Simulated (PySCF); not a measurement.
CH2N2.
Geometry (PBE0-D3(BJ)/def2-TZVP, Å), atoms numbered from 1 in this order:
```
atom  x, y, z in Å
N1     1.855    0.264   -0.376
C2     0.747    0.100   -0.098
N3    -0.518   -0.086    0.284
H4    -1.144    0.679    0.086
H5    -0.906   -0.991    0.065
```

Computed with PySCF at wB97X-D/pcSseg-2, non-relativistic, on one gas-phase PBE0-D3(BJ)/def2-TZVP geometry that isn't relaxed in the solvent. The solvent is an IEF-PCM continuum (cavity from Bondi-type radii × 1.2). Specific hydrogen bonds and non-electrostatic terms are outside this model.

Gas phase at wB97X-D/pcSseg-2: HOMO -9.94 eV, LUMO 1.52 eV, dipole 4.68 D.

**Question.** What does the continuum do to the energy, the frontier levels and the dipole at wB97X-D/pcSseg-2 in chloroform?

**Answer.** 
| solvent | ε | E(solvent) − E(gas) (kcal/mol) | polarisation term (kcal/mol) | distortion of the solute (kcal/mol) | HOMO (eV) | LUMO (eV) | dipole (D) |
| --- | --- | --- | --- | --- | --- | --- | --- |
| chloroform | 4.711 | -8.15 | -9.59 | 1.44 | -9.91 | 2.14 | 5.67 |

The polarisation term is half the interaction of the solute with the surface charges that it induces; the rest is the cost of distorting the solute's density. The sum is the electrostatic part of solvation alone.

**Question.** Which radius a makes the point-dipole formula ΔE = −[(ε − 1)/(2ε + 1)]·μ²/a³ give the value in chloroform, with the gas-phase dipole?

**Answer.** μ = 1.840 au and |ΔE| = 0.01298 Eh give a = 2.40 Å; the farthest nucleus lies 1.90 Å from the centroid of the nuclei. The formula assumes a rigid point dipole at the centre of a sphere.

**Question.** Give the dipole vector in the frame of the coordinates (D, pointing from negative to positive charge), gas and chloroform.

**Answer.** Gas (-4.63, -0.67, 0.11), solvent (-5.61, -0.81, 0.19). Its length changes by +21 % and its direction by less than 1°.

Note: wB97X-D ran without an empirical dispersion term, which enters the total energy and its gradient alone.
